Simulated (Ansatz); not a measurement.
A made-up structure of SiH3SO, doublet:

O1  (-0.850, -0.429, -1.212)
Si2  (-0.103, 0.667, -0.233)
S3  (1.218, -0.173, 1.229)
H4  (-1.285, -1.175, -0.795)
H5  (0.751, 1.465, -1.151)
H6  (0.403, -0.385, 0.576)
(Å)

It is relaxed with PBE-D4/def2-SVP and then PBE0-D4/def2-TZVP (Ansatz 0.2.0). Atoms count as bonded within 1.22 times the sum of their covalent radii (H–H: 0.88 Å). The end point is not checked to be a true minimum.

Does its bonding change? (Judge from chemistry; the calculation decides.)

The calculation gives: Yes. Formed: none; broken: Si2–H6.

Where it ends: The first stage lowers the energy by 4.26 eV in 25 steps. It ends as SiH₃SO ([OH][SiH][SH]):
O1  (-1.006, -0.278, -1.291)
Si2  (-0.169, 0.803, -0.373)
S3  (0.631, -0.064, 1.413)
H4  (-1.636, -0.836, -0.830)
H5  (0.898, 1.301, -1.283)
H6  (1.415, -0.957, 0.778)
(Å)

Labels in which every atom is bracketed show which atoms are joined, not bond orders.

For scale, one of the runs: PBE0-D4/def2-TZVP relaxation, 123 basis functions, launched by `ansatz run in.yaml --threads 2 --pin off --events-out ev --progress --plain --max-ram 4352MiB`. Hardware: 2 CPU threads of an Arm Neoverse V1, shared host. Wall time about 32 s.
